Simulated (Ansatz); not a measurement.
Total energies of C$_{3}$H$_{5}$NO (`NC1=C(O)C1`).

Cartesian coordinates in Å:
```
N 0.0599 -1.0667 -1.5223
C 0.0548 -0.3275 -0.3680
C -0.4518 0.0778 0.7445
O -1.4324 -0.0169 1.6574
C 0.5824 0.9765 0.1730
H -0.4542 -1.9325 -1.4560
H 0.9807 -1.2139 -1.9079
H -1.2206 0.5705 2.3879
H 0.2944 1.9172 -0.3174
H 1.5868 1.0155 0.6088
```

The species carries charge 0 and has multiplicity 1. Geometry: relaxed with PBE0-D4/def2-TZVP. It is one conformer, not always the lowest. Basis def2-TZVPP, Ansatz 0.2.0.

RPA on PBE orbitals: Hartree–Fock energy of these orbitals -245.76509 Eh, correlation -1.45415 Eh (frozen core).

| functional | energy without D4 (Eh) | D4 term (kJ/mol) |
| --- | --- | --- |
| LDA (SPW92) | -245.24853 | – |
| BLYP | -247.22442 | -35.6 |
| r2SCAN | -247.16452 | -4.0 |
| B97M-V | -247.27298 | – |
| PBE0 | -247.02204 | -13.2 |
| B3LYP | -247.30554 | -25.2 |
| r2SCANh | -247.15083 | -4.2 |
| r2SCAN0 | -247.13143 | -4.6 |
| BHLYP | -247.15309 | -17.3 |
| CAM-B3LYP | -247.18717 | -13.1 |
| LC-ωPBE | -247.14559 | – |
| ωB97M-V | -247.20849 | – |
| B2PLYP | -247.10360 | – |
| PBE-QIDH | -246.97892 | – |

(1) Give the same for PBE, revPBE, HSE06 (plane-wave form), ωB97X-V. (Best estimate.)

B3LYP takes the VWN-RPA correlation (the form of Gaussian; ORCA's B3LYP/G). HSE06 is the plane-wave form, built on full-range PBE exchange. The double hybrids freeze the cores in their second-order part.

Answers

(1) The calculation gave: 
| functional | energy without D4 (Eh) | D4 term (kJ/mol) |
| --- | --- | --- |
| PBE | -247.01302 | -15.8 |
| revPBE | -247.23671 | -55.1 |
| HSE06 (plane-wave form) | -247.00925 | -12.1 |
| ωB97X-V | -247.22335 | – |

LC-ωPBE has ω = 0.4 bohr⁻¹.
